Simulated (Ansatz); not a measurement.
**CHBS: an energy map over bond length B1–C2 and angle B1–C2–S3**

How does the energy of CHBS, SMILES B#CS change over two coordinates at once? A grid of runs gives the map.

Program: Ansatz 0.2.0. Level of theory: RKS PBE0-D4/def2-TZVP. These are calculated values, not measurements.

## (1) Starting geometry

SMILES `B#CS`, 4 atoms, charge 0, spin multiplicity 1.

Atoms are counted from 1 here; the program's logs count them from 0.

Bond lengths: B1–C2 1.458 Å, C2–S3 1.635 Å, S3–H4 1.400 Å. Angles: B1–C2–S3 138.6°, C2–S3–H4 104.6°.

Geometry (Å):

```xyz
4

B    -1.4776    1.1650    0.4013
C    -0.7371   -0.0125   -0.0345
S     0.7042   -0.3722   -0.7181
H     1.5105   -0.7804    0.3513
```

## (3) The grid

The axes are (1) bond length B1–C2: 15 values from 1.220 to 1.889 Å; (2) angle B1–C2–S3: 15 values from 118.4 to 168.4 °.

Nothing else is relaxed (all other coordinates rigid). Energies count from the relaxed molecule at the same level. Points are written as (first, second).

(The set-up runs are not shown.)

## (4) The run at (1.459 Å, 143.4°)

input.yaml reads:

```yaml
crystal:
  periodic: [false, false, false]
  atoms:
    - { symbol: B, position_ang: [-1.510756, 1.14917, 0.382738] }
    - { symbol: C, position_ang: [-0.679185, 0.016429, -0.009778] }
    - { symbol: S, position_ang: [0.702344, -0.379449, -0.706742] }
    - { symbol: H, position_ang: [1.498335, -0.800534, 0.328711] }
basis:
  gaussian: { orbitals: def2-TZVP }
hamiltonian:
  xc: pbe0
  dispersion: d4
output:
  forces: true
```

The run is started by

```bash
$ ansatz run input.yaml --threads 1 --pin off --max-ram 2560MiB --backend cpu --events-out ev --progress --plain --runs-dir out
```

The session goes on with these runs: all other points of the grid.

What does the calculation give? Wanted: lowest point; highest computed point; largest force on an atom.

The runs gave:

```
                       quantity                                                                           value
                   lowest point                                                    (1.459 Å, 143.4°), 0.0005 eV
         highest computed point                                     (1.220 Å, 118.4°), 1.60 eV above the lowest
largest force on an atom (eV/Å)  0.2 at (1.459 Å, 147.0°) to 14.7 at (1.220 Å, 118.4°); 0.2 at the lowest point
        time for the whole task                                                6.1 min on 1 thread, shared host
```

What this shows: The lowest computed point is at (1.459 Å, 143.4°), 0.0005 eV from the relaxed molecule at the same level. The grid is coarse, so the true minimum lies between grid points and may sit elsewhere than the lowest one. It is the only kind of minimum in the scanned range. The highest computed point, (1.220 Å, 118.4°), lies 1.60 eV above the lowest. Round the minimum the two coordinates are nearly uncoupled.
